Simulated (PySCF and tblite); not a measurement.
C4H10O, numbered as in [CH3:1][CH2:2][CH2:3][O:4][CH3:5].

Free energies: PBE0-D3(BJ)/def2-TZVP (IEF-PCM, chloroform) on GFN2-xTB structures plus GFN2-xTB thermal terms, symmetry and mirror images included. Conformers within 3 kcal/mol (GFN2-xTB free energy) were kept, 10 at most. GIAO shieldings: wB97X-D/pcSseg-1 (IEF-PCM, chloroform). Shifts are against TMS (¹H), TMS (¹³C) at the same level. Run with PySCF (density fitting) and tblite.

Torsions listed: C1–C2–C3–O4, C2–C3–O4–C5. Of a mirror pair one member is shown.

```tsv
conformer	shape	weight %	dipole D
1	66°, -179°	49.8	1.36
2	180°, 180°	36.1	1.33
3	60°, 73°	7.1	1.56
4	-172°, -72°	7.0	1.57
```

**Question.** How do the computed shifts compare with measured ones?

**Answer.** 
```
nucleus  signal  leading conformer  average  measured                                          medium
    ¹³C      C1               14.3     13.2      10.5  not stated per compound (mostly CDCl3 or CCl4)
    ¹³C      C2               28.1     27.4      23.2  not stated per compound (mostly CDCl3 or CCl4)
    ¹³C      C3               78.2     78.7      74.5  not stated per compound (mostly CDCl3 or CCl4)
```

Measured values: Pretsch, Buehlmann, Badertscher, Structure Determination of Organic Compounds, 4th ed. (2009). Mean difference for ¹³C: 3.70 ppm, scatter 0.71 ppm. The computed shifts are unscaled and lack vibrational corrections.
